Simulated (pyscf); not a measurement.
A first-order saddle from PySCF, ωB97X-D3(BJ)/def2-SVP:

```xyz
6

P      0.0449    -1.6567     0.4376
In     1.1302     0.4988     0.9337
H     -1.1919    -1.3143     1.0545
H     -0.3692    -1.2885    -0.8724
H      2.2738     0.2889    -0.6913
H      2.4056     1.4300     0.2748
```
Charge 0, spin multiplicity 1.

Surface: singlet, charge 0. Lowest wavenumbers (cm⁻¹): 1350i, 226, 274, 335, 479.

Task: What reaction is this the transition state of?

Result: H₂P–InH₂ (SMILES [PH2][InH2]) ⇌ H₂P–In (SMILES [PH2][In]) [singlet] + H₂ (SMILES [H][H]), a 1,1-elimination read from left to right: H–In, H–In broken and H–H formed. At ωB97M-D3(BJ)/def2-TZVP it lies +56.1 kcal/mol from the left side and +56.2 kcal/mol from the right (each side as separated species at their lowest minima found). This is the saddle that the search found; another between the same sides may lie lower. Elements past Kr carry the def2 core potentials, without spin-orbit coupling.
